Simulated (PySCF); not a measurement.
**Continuum solvent and chemical shifts**

Structure with atom numbers: `[BH:1]=[O:2]` (H(Xn): hydrogen on atom n).

GIAO PBE0/pcSseg-1 in PySCF 2.14 on one PBE0-D3(BJ)/def2-SVP conformer, non-relativistic, equivalent nuclei averaged. Solvents enter as an IEF-PCM continuum (chloroform with ε = 4.7, methanol with ε = 32.6) around the gas-phase geometry. Shifts are referred to BF3·OEt2, TMS computed in the same medium.

Gas phase, δ in ppm: B1 13.8, H(B1) 2.35. Dipole moment 2.72 D.

Question: How does each δ change in the continuum?

Answer: 
```
atoms                      environment  Δδ, chloroform  Δδ, methanol
   B1             boron bonded to O, H            +1.2          +1.6
H(B1)  hydrogen on a boron bonded to O           +0.45         +0.62
```

Changes are relative to the gas phase. The dipole moment becomes 3.12 D in chloroform, 3.28 D in methanol.

Question: Which nuclei move most (in ppm), and what does the model miss?

Answer: B1 (boron bonded to O, H, +1.6 ppm) in methanol. A continuum only polarises the solute; specific hydrogen bonds, the anisotropy of aromatic solvents and changes of geometry or conformer are outside it.
